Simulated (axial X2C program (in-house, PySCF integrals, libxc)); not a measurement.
## Mg₂⁺: cheaper levels and CCSD(T), 2c

All values were computed with an in-house relativistic program for diatomic molecules. Two-component (2c) means X2C with spin–orbit coupling and atomic mean-field two-electron Coulomb and Gaunt terms. Basis: Mg dyall-cv3z [9s8p6d3f] (cores contracted in-house); Gaussian nuclei, density fitting, unrestricted open shells. Masses: Mg 23.985 u.

State: Ω = 1/2 (⟨Sz⟩ = 0.50, ⟨Lz⟩ = 0.00 at HF); fragments Mg+ + Mg.

```json
{"level": "PBE0", "Re (Å)": "3.040", "ωe (cm⁻¹)": "203.3", "De (eV)": "1.48"}
{"level": "HF", "Re (Å)": "3.149", "ωe (cm⁻¹)": "191.7", "De (eV)": "1.18"}
{"level": "CCSD", "Re (Å)": "3.050", "ωe (cm⁻¹)": "211.4", "De (eV)": "1.28"}
{"level": "TPSSh", "Re (Å)": "3.063", "ωe (cm⁻¹)": "198.7", "De (eV)": "1.56"}
```

Correlated methods: 3 electrons correlated (number of frozen shells: Mg 2 s, 1 p), 289 virtual spin orbitals or spinors in MP2, 57 natural virtuals in coupled cluster.

CCSD(T), same Hamiltonian and basis:

Re = 3.045 Å, ωe = 212.6 cm⁻¹, De = 1.30 eV; T1 = 0.061 (Lee–Taylor normalisation).

Q: Give the differences from CCSD(T) in the columns below.

A: 

```json
{"level": "PBE0", "ΔRe (Å)": "-0.005", "Δωe (cm⁻¹)": "-9.3", "ΔDe (eV)": "0.18"}
{"level": "HF", "ΔRe (Å)": "0.104", "Δωe (cm⁻¹)": "-20.9", "ΔDe (eV)": "-0.12"}
{"level": "CCSD", "ΔRe (Å)": "0.005", "Δωe (cm⁻¹)": "-1.2", "ΔDe (eV)": "-0.02"}
{"level": "TPSSh", "ΔRe (Å)": "0.018", "Δωe (cm⁻¹)": "-13.9", "ΔDe (eV)": "0.26"}
```

The state is a single determinant with fixed occupations, the lowest that a limited PBE0 search found. Dissociation energies refer to the lowest single-determinant-based atoms at the same level and basis. Density functionals use the spin component along the axis (collinear). Coupled cluster ran in a truncated set of natural virtual spinors; the MP2 energy of the rest was added. (T) has no such correction and the atoms are truncated less, which lowers De at CCSD(T) by a hundredth of an eV or more. The determinant is spin-polarised beyond a pure state at some levels (its spin-free form has ⟨S²⟩ too high), which makes Re and μ there less reliable. The T1 diagnostic is large, a sign of multireference character.
